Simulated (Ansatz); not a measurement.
**Nudged elastic band run: C₃H₃NO**

The input (input.yaml):

```yaml
crystal:
  periodic: [false, false, false]
  atoms:
    - { symbol: O, position_ang: [-0.097153, 1.910252, -0.127645] }
    - { symbol: C, position_ang: [0.012668, 0.605731, -0.051529] }
    - { symbol: C, position_ang: [0.961752, -0.35152, -0.132852] }
    - { symbol: C, position_ang: [-0.240475, -1.253141, 0.122658] }
    - { symbol: "N", position_ang: [-1.157543, -0.343956, 0.202307] }
    - { symbol: H, position_ang: [-1.031898, 2.140129, 0.003702] }
    - { symbol: H, position_ang: [2.031785, -0.427298, -0.296689] }
    - { symbol: H, position_ang: [-0.386937, -2.337397, 0.224247] }
basis:
  gaussian: { orbitals: def2-SVP }
hamiltonian:
  xc: b3lyp
  dispersion: d4
neb:
  order_check: false
  images: 7
  f_tol: 0.05
  max_iterations: 37
  initial_path: idpp
  final_atoms:
    - { symbol: O, position_ang: [-0.67239372, 1.7944167, -0.02822234] }
    - { symbol: C, position_ang: [-0.2962092, 0.53733669, 0.0024768] }
    - { symbol: C, position_ang: [0.80276063, -0.2417068, -0.1154853] }
    - { symbol: C, position_ang: [-0.23185442, -1.34292258, 0.12775554] }
    - { symbol: "N", position_ang: [-1.28021527, -0.59823935, 0.24008474] }
    - { symbol: H, position_ang: [0.09596658, 2.36526732, -0.19126404] }
    - { symbol: H, position_ang: [1.86941855, -0.13305681, -0.2922082] }
    - { symbol: H, position_ang: [-0.19527414, -2.43829518, 0.20106179] }
```

Command:

```bash
$ ansatz run input.yaml --threads 1 --pin off --max-ram 2048MiB --backend cpu --events-out ev --progress --plain --runs-dir out
```

Output, in part (warnings, iteration lines, the closing report on the highest movable image, with atoms numbered from 0):

```
NEB end point (image 0): max|allowed force component| = 1.229e-2 eV/Å (the criterion of neb.relax_end_points is 1.000e-2)
NEB end point (image 8): max|allowed force component| = 6.118e-3 eV/Å (the criterion of neb.relax_end_points is 1.000e-2)
NEB iter   1: max|band force component| = 2.218e0 eV/Å  barrier→ = 0.6836 eV  barrier← = 0.6046 eV  Δτ_max = 0.1453 Å  (259 SCF iters)
NEB iter   2: max|band force component| = 1.140e0 eV/Å  barrier→ = 0.5050 eV  barrier← = 0.4260 eV  Δτ_max = 0.1242 Å  (225 SCF iters)
NEB iter   3: max|band force component| = 6.715e-1 eV/Å  barrier→ = 0.3852 eV  barrier← = 0.3061 eV  Δτ_max = 0.0622 Å  (222 SCF iters)
NEB iter   4: max|band force component| = 4.559e-1 eV/Å  barrier→ = 0.3630 eV  barrier← = 0.2840 eV  CI = image 5  Δτ_max = 0.1064 Å  (227 SCF iters)
NEB iter   5: max|band force component| = 3.030e-1 eV/Å  barrier→ = 0.3646 eV  barrier← = 0.2856 eV  CI = image 5  Δτ_max = 0.0358 Å  (227 SCF iters)
NEB iter   6: max|band force component| = 1.325e-1 eV/Å  barrier→ = 0.3608 eV  barrier← = 0.2818 eV  CI = image 5  Δτ_max = 0.0157 Å  (235 SCF iters)
NEB iter   7: max|band force component| = 4.423e-2 eV/Å  barrier→ = 0.3597 eV  barrier← = 0.2806 eV  CI = image 5  Δτ_max = 0.0000 Å  (450 SCF iters)
Total energy: -6687.85913498 eV, -245.7742900168 hartree
Atom 0 at    -0.272643     1.882608     0.333753 Å, force    -0.003496     0.018389     0.013076 eV/Å
Atom 1 at    -0.103468     0.577501     0.175823 Å, force     0.014223    -0.006989     0.004296 eV/Å
Atom 2 at     0.822516    -0.283389    -0.272166 Å, force    -0.000375    -0.003926     0.004924 eV/Å
Atom 3 at    -0.220465    -1.338431     0.168209 Å, force    -0.009169     0.002185    -0.004913 eV/Å
Atom 4 at    -1.112445    -0.530419     0.609968 Å, force    -0.013377    -0.007499    -0.001970 eV/Å
Atom 5 at    -0.561947     2.308541    -0.487079 Å, force    -0.000541     0.001129    -0.010052 eV/Å
Atom 6 at     1.811963    -0.238768    -0.724054 Å, force     0.004264    -0.001144    -0.009756 eV/Å
Atom 7 at    -0.271312    -2.434843     0.139745 Å, force     0.008470    -0.002146     0.004394 eV/Å
Dipole moment:     0.281577     0.098812    -0.487942 e Å
```

The forces met the threshold. A vibrational analysis at the climbing image gives one clearly imaginary mode, 496i cm⁻¹: a first-order saddle point.

Final band (atoms are numbered from 1 in the order of the input):

```
image  path coordinate (Å)  energy (eV)  dihedral H6–O1–C2–N5 (°)
    0                 0.00         0.00                         0
    1                 0.23         0.04                       -20
    2                 0.46         0.12                       -40
    3                 0.70         0.23                       -60
    4                 0.93         0.32                       -80
    5                 1.16         0.36                      -101
    6                 1.48         0.27                      -131
    7                 1.80         0.12                      -159
    8                 2.12         0.08                      -180
```

Time of the run: 6 min on 1 thread of Intel(R) Xeon(R) Processor @ 2.50GHz (Skylake/Cascade Lake) (shared host), peak memory 0.17 GiB.
